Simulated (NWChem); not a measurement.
# C2H3B (SMILES BC#C): GAM/x2c-TZVPall (sfX2C, esp esp)

Aim: the energy change on altering one bond length of C2H3B at GAM/x2c-TZVPall (sfX2C, esp esp), from 2 runs. 

Program for the calculation: NWChem 7.3.0.

## (1) The system as given

The species is C2H3B (6 atoms), meant as a singlet with charge 0. As SMILES, `BC#C`. Geometry: relaxed at PBE0-D4/def2-TZVP.

Bond lengths: B1–C2 1.501 Å, C2–C3 1.210 Å, B1–H4 1.193 Å, B1–H5 1.193 Å, C3–H6 1.066 Å. Angles: B1–C2–C3 180.0°, C2–B1–H4 119.9°, C2–B1–H5 119.9°, C2–C3–H6 180.0°, H4–B1–H5 120.3°.

## (2) The energy at GAM/x2c-TZVPall (sfX2C, esp esp)

The input, nw.nw:

```
start nw
memory total 2200 mb
geometry noautosym nocenter noautoz
B       -0.830400       0.647300      -0.394300
C        0.278600      -0.224100       0.117900
C        1.172700      -0.926600       0.530500
H       -1.756200       0.156700      -0.965700
H       -0.783300       1.828200      -0.228600
H        1.960800      -1.545600       0.894000
end
basis spherical
* library x2c-TZVPall
end
relativistic
x2c on
end
dft
xc gga_x_gam gga_c_gam
mult 1
grid xfine
convergence energy 1e-08
direct
mulliken
noprint "final vectors analysis"
end
esp
recalculate
end
task dft energy
task esp
```

The run is started by

```
$ nwchem nw.nw > nw.out
```

Log:

```text
[...]
          Wavefunction type:  closed shell.
          No. of atoms     :     6
          No. of electrons :    20
[...]
          Charge           :     0
          Spin multiplicity:     1
[...]
          AO basis - number of functions:   111
[...]
              XC Information
              --------------
          Using LibXC version      7.1.2
                                         gga_x_gam  1.000
                                         gga_c_gam  1.000
[...]
 d= 0,ls=0.0,diis     1   -102.8885882320 -1.50D+02  8.71D-03  3.26D-01     5.9
[...]
 d= 0,ls=0.0,diis    11   -102.9264473208 -1.04D-09  2.43D-07  6.68D-10    55.5
         Total DFT energy =     -102.926447320789
      One electron energy =     -229.133523734986
           Coulomb energy =       95.510347092331
    Exchange-Corr. energy =      -16.041397207384
 Nuclear repulsion energy =       46.738126529251
[...]
      Total Density - Mulliken Population Analysis
     ---------------------------------------------
    Atom       Charge   Shell Charges
 -----------   ------   -------------------------------------------------------
    1 B    5     4.81   0.92  1.05  0.55  0.40  0.04  0.98  0.67  0.11  0.03  0.04  0.01
    2 C    6     5.97   0.86  1.12  0.55  0.69 -0.09  1.28  1.17  0.32  0.01  0.05  0.01
    3 C    6     6.37   0.85  1.12  0.57  0.47  0.33  1.28  1.24  0.49  0.01 -0.00  0.01
    4 H    1     0.99   0.27  0.50  0.21  0.01
    5 H    1     0.99   0.27  0.50  0.21  0.01
    6 H    1     0.86   0.27  0.47  0.09  0.03
[...]
 Dipole moment                                  0.391982
 Quadrupole moment Qxx                          2.252608
                   Qyy                         -1.036417
                   Qzz                         -1.216191
[...]
```

Wall time 58 s (1 thread of Intel Xeon at 2.80GHz (Skylake/Cascade Lake), shared host); peak memory 0.14 GiB.

## (3) The distorted shape at the same level

The input, c2h3b.nw:

```
start c2h3b
memory stack 880 mb heap 220 mb global 1100 mb
geometry units angstrom noautosym nocenter noautoz
  B    -0.835110    0.529210   -0.410870
  C     0.273890   -0.342190    0.101330
  C     1.167990   -1.044690    0.513930
  H    -1.760910    0.038610   -0.982270
  H    -0.783300    1.828200   -0.228600
  H     1.956090   -1.663690    0.877430
end
basis spherical
  B library x2c-TZVPall
  C library x2c-TZVPall
  H library x2c-TZVPall
end
relativistic
  x2c on
end
dft
  xc gga_x_gam gga_c_gam
  grid xfine
  convergence energy 1e-08
  direct
  mulliken
  noprint "final vectors analysis"
end
esp
  recalculate
end
task dft energy
task esp
```

The run is started by

```
$ nwchem c2h3b.nw > c2h3b.out
```

Log:

```text
[...]
          Wavefunction type:  closed shell.
          No. of atoms     :     6
          No. of electrons :    20
[...]
          Charge           :     0
          Spin multiplicity:     1
[...]
          AO basis - number of functions:   111
[...]
              XC Information
              --------------
          Using LibXC version      7.1.2
                                         gga_x_gam  1.000
                                         gga_c_gam  1.000
[...]
 d= 0,ls=0.0,diis     1   -102.8821823317 -1.49D+02  8.58D-03  3.30D-01     5.7
[...]
 d= 0,ls=0.0,diis    11   -102.9214068999 -8.46D-10  2.45D-07  7.82D-10    55.9
         Total DFT energy =     -102.921406899893
      One electron energy =     -228.533819332648
           Coulomb energy =       95.177762487765
    Exchange-Corr. energy =      -16.008876881157
 Nuclear repulsion energy =       46.443526826146
[...]
      Total Density - Mulliken Population Analysis
     ---------------------------------------------
    Atom       Charge   Shell Charges
 -----------   ------   -------------------------------------------------------
    1 B    5     4.83   0.92  1.05  0.54  0.43  0.05  0.95  0.68  0.13  0.03  0.04  0.01
    2 C    6     5.97   0.86  1.12  0.55  0.69 -0.08  1.28  1.17  0.31  0.01  0.05  0.01
    3 C    6     6.36   0.85  1.12  0.57  0.47  0.33  1.28  1.24  0.48  0.01 -0.00  0.01
    4 H    1     0.99   0.27  0.50  0.21  0.01
    5 H    1     1.00   0.25  0.50  0.24  0.01
    6 H    1     0.86   0.27  0.47  0.09  0.03
[...]
 Dipole moment                                  0.427063
 Quadrupole moment Qxx                          2.402381
                   Qyy                         -1.370874
                   Qzz                         -1.031506
[...]
```

It took 58 s on 1 thread of Intel Xeon at 2.80GHz (Skylake/Cascade Lake), shared host; peak memory 0.14 GiB.

## (4) What came out

Level: GAM/x2c-TZVPall (sfX2C, esp esp).

```
                                                         quantity          value
                                        first shape: total energy  -102.92645 Eh
                                       first shape: dipole moment         1.03 D
                                    distorted shape: total energy  -102.92141 Eh
                                   distorted shape: dipole moment         1.16 D
energy change with the B1–H5 bond stretched from 1.193 to 1.313 Å       0.137 eV
```

With the B1–H5 bond stretched from 1.193 to 1.313 Å the energy rises by 0.14 eV (3.2 kcal/mol). The first shape isn't relaxed at this level, so the change isn't measured from a minimum. Mulliken charges (first shape) run from -0.37 on C3 to +0.19 on B1. Mulliken charges (distorted shape) run from -0.36 on C3 to +0.17 on B1.
